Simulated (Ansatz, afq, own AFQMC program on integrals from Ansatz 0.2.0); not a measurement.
## Re, sextet → Re⁺, septet

A free Re atom.

E(septet, charge +1) − E(sextet, charge +0) at this geometry, on UHF and UHF determinants.

Basis def2-TZVPP with its core potentials. Noble-gas cores (and the filled d shells of Ga–Kr and In–Xe) are frozen. Integrals, coupled cluster, full CI and functionals: Ansatz 0.2.0; the random walks run on the same integrals in our own AFQMC program. The CISD trial takes its coefficients from CCSD amplitudes. Released means that phaseless walkers are propagated on without the constraint, phases kept. Uncertainties: one standard error, sampling alone. No spin–orbit coupling. The metal's outer-core s and p shells are frozen, which shifts wave-function levels against functionals. The errors of all members are added in quadrature.

No full CI on the walks' own integrals is used here; CCSDT(Q) serves as the reference and is uncertain by about the last step of the cluster series. Each member takes its own surest rung, up to full CI.

Errors are counted within def2-TZVPP, not against nature.

Cautions: no spin-orbit coupling; outer-core shells of the metal frozen; Re (sextet): the released energies are still falling, so no released level is given (meV from the phaseless value at times in 1/Eh: -9.0 ± 1.9 at 0.60, -12.6 ± 1.5 at 1.20, -12.4 ± 2.2 at 2.00, -16.3 ± 1.6 at 3.00, -20.8 ± 2.4 at 4.20), though the last usable value meets CCSDT(Q) within the noise, its ph-AFQMC/CISD value lies 16.5 ± 2.0 meV above CCSDT(Q).

Reference (CCSDT(Q)): 7.424 eV.

```json
{"level": "HF", "vertical ionization energy (eV)": "5.902", "error against CCSDT(Q) (eV)": "-1.522"}
{"level": "MP2", "vertical ionization energy (eV)": "7.227", "error against CCSDT(Q) (eV)": "-0.197"}
{"level": "CCSD", "vertical ionization energy (eV)": "7.301", "error against CCSDT(Q) (eV)": "-0.123"}
{"level": "CCSD(T)", "vertical ionization energy (eV)": "7.408", "error against CCSDT(Q) (eV)": "-0.016"}
{"level": "CCSDT", "vertical ionization energy (eV)": "7.417", "error against CCSDT(Q) (eV)": "-0.007"}
{"level": "ph-AFQMC/CISD", "vertical ionization energy (eV)": "7.410 ± 0.002", "error against CCSDT(Q) (eV)": "-0.014 ± 0.002"}
```

Correlation beyond CCSD(T) adds 0.016 eV. The perturbative (T) step is worth +0.107 eV.

A walk keeps the symmetry of its determinant, which the program's search chose and which needn't be the lowest solution, so a lower state of the same spin and another symmetry isn't excluded.
